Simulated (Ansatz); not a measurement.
Species: CH₆N, charge 1, multiplicity 1. It need not be the lowest isomer of its formula. 
Geometry from a B3LYP-D3(BJ)/def2-TZVP (Ansatz, a quantum-chemistry and plane-wave program) optimisation:
```
N
H 1 1.0236
H 1 1.0236 2 107.49
H 1 1.0236 2 107.49 3 -115.44
C 1 1.5112 2 111.39 4 -122.28
H 5 1.0861 1 108.23 2 180.00
H 5 1.0861 6 110.68 1 118.46
H 5 1.0861 6 110.68 7 123.09
```
Charge +1, spin multiplicity 1.

Basis-set convergence of Hartree-Fock and MP2 correlation energies (hartree) with Ansatz. Correlated levels leave the core frozen unless marked. No spin-orbit coupling. No relativistic terms.

```json
[
 {"basis": "def2-SVP", "functions": "58", "E(HF)": "-95.51119", "E(corr, MP2)": "-0.32371"},
 {"basis": "def2-TZVPP", "functions": "146", "E(HF)": "?", "E(corr, MP2)": "?"}
]
```

### Question
Complete the blanks.

### Answer

- def2-TZVPP, E(HF): -95.62074
- def2-TZVPP, E(corr, MP2): -0.39593
